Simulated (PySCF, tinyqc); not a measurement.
Worked calculation: RHF in the sto-3g basis, for H2O, spin multiplicity 1. The lowest restricted solution is unstable here: a spin-polarised one lies 0.0124 hartree lower (PySCF). One step of it, computed by the program tinyqc.

Problem. Iteration 2: diagonalisation and new density. Diagonalise F' = X^T F X, C = X C', fill 5 alpha and 5 beta electrons from the bottom; D = 2 C_occ C_occ^T. Each column has its largest component positive (the first on a tie).

extrapolated F (hartree), lower triangle:
```
             1O 1s      1O 2s     1O 2px     1O 2py     1O 2pz      2H 1s      3H 1s
1O 1s   -22.863800
1O 2s    -5.523023  -2.842995
1O 2px    0.000000   0.000000  -1.276584
1O 2py    0.000000   0.000000   0.000000  -1.292696
1O 2pz   -0.016718   0.065034   0.000000   0.000000  -1.247196
2H 1s    -0.516726  -0.511627   0.000000  -0.264588  -0.178910  -0.270992
3H 1s    -0.516726  -0.511627   0.000000   0.264588  -0.178910  -0.108381  -0.270992
```

X:
```
                1          2          3         4          5          6         7
1O 1s   -0.445473   0.000000   0.669935  0.000000  -0.592144   0.000000  0.255756
1O 2s    0.906322   0.000000  -0.257926  0.000000  -0.292864   0.000000  0.497020
1O 2px   0.000000   0.000000   0.000000  1.000000   0.000000   0.000000  0.000000
1O 2py   0.000000   0.793586   0.000000  0.000000   0.000000   0.683183  0.000000
1O 2pz   0.375053   0.000000   0.692045  0.000000   0.617791   0.000000  0.216851
2H 1s   -0.542974  -0.658436  -0.251070  0.000000   0.211851   0.411706  0.384786
3H 1s   -0.542974   0.658436  -0.251070  0.000000   0.211851  -0.411706  0.384786
```

Give: F' = X^T F X; orbital energies; coefficients C; D after iteration 2.

Solution.

F' = X^T F X (hartree), lower triangle:
```
         1        2        3        4         5        6        7
1  -2.1092
2   0.0000  -0.4021
3   3.6263   0.0000  -8.8864
4   0.0000   0.0000   0.0000  -1.2766
5  -3.6994   0.0000   8.2623   0.0000  -10.4050
6   0.0000  -0.5475   0.0000   0.0000    0.0000  -0.9562
7   1.5793   0.0000  -5.1748   0.0000    5.7875   0.0000  -4.4153
```

orbital energies (hartree): MO1 -22.8644, MO2 -1.6125, MO3 -1.2928, MO4 -1.2766, MO5 -1.2335, MO6 -0.1055, MO7 -0.0655

coefficients C:
```
            MO1      MO2      MO3     MO4      MO5      MO6      MO7
1O 1s    0.9986  -0.2451   0.0000  0.0000  -0.0477   0.0610   0.0000
1O 2s    0.0059   1.0155   0.0000  0.0000   0.1921  -0.3905   0.0000
1O 2px   0.0000   0.0000   0.0000  1.0000   0.0000   0.0000   0.0000
1O 2py   0.0000   0.0000   0.9976  0.0000   0.0000   0.0000  -0.3183
1O 2pz   0.0009  -0.1887   0.0000  0.0000   0.9784  -0.2354   0.0000
2H 1s   -0.0006  -0.0101   0.0059  0.0000   0.0099   0.7420   0.7765
3H 1s   -0.0006  -0.0101  -0.0059  0.0000   0.0099   0.7420  -0.7765
```

D after iteration 2, lower triangle:
```
          1O 1s    1O 2s  1O 2px   1O 2py  1O 2pz   2H 1s   3H 1s
1O 1s    2.1192
1O 2s   -0.5044   2.1365
1O 2px   0.0000   0.0000  2.0000
1O 2py   0.0000   0.0000  0.0000   1.9904
1O 2pz   0.0011  -0.0073  0.0000   0.0000  1.9857
2H 1s    0.0028  -0.0168  0.0000   0.0118  0.0232  0.0005
3H 1s    0.0028  -0.0168  0.0000  -0.0118  0.0232  0.0003  0.0005
```
